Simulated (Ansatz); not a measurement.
**B–GeH–Cl, quartet in cc-pVDZ: errors against UCCSDT(Q)**

Geometry: a PBE0/def2-TZVP stationary point for this spin, not checked as a minimum.

| atom | x (Å) | y (Å) | z (Å) |
| --- | --- | --- | --- |
| B | 0.0000 | -1.1056 | 1.8572 |
| Ge | 0.0000 | 0.2375 | 0.5003 |
| Cl | 0.0000 | -0.1999 | -1.6072 |
| H | 0.0000 | 1.7699 | 0.5591 |

Basis cc-pVDZ; Ansatz 0.2.0. Only valence electrons are correlated (noble-gas cores and the filled d shells of p-block atoms frozen), which leaves 15 electrons in 44 orbitals. R marks a restricted (for open shells ROHF) determinant, U an unrestricted one. No spin–orbit coupling is included, and no scalar relativity.

Full CI isn't at hand for all of this; UCCSDT(Q) serves as the reference, and is uncertain by about the last step of the cluster series.

* UHF ⟨S²⟩: 3.755
* T1 diagnostic (RCCSD): 0.0210
* largest doubles amplitude (RCCSD): 0.045
* T1 diagnostic (UCCSD): 0.0204

From what is known of these methods and the diagnostics, rank them by the size of their error in total energy against UCCSDT(Q) in cc-pVDZ, smallest first (an estimate: the text doesn't fix the numbers).
A. UMP2
B. UCCSDT
C. UCCSD
D. UHF
E. UCCSD(T)

B (19 meV), E (58 meV), C (285 meV), A (1255 meV), D (7971 meV).

All errors are against UCCSDT(Q) in cc-pVDZ. Within each family the higher level lies nearer, as is usual though not guaranteed.
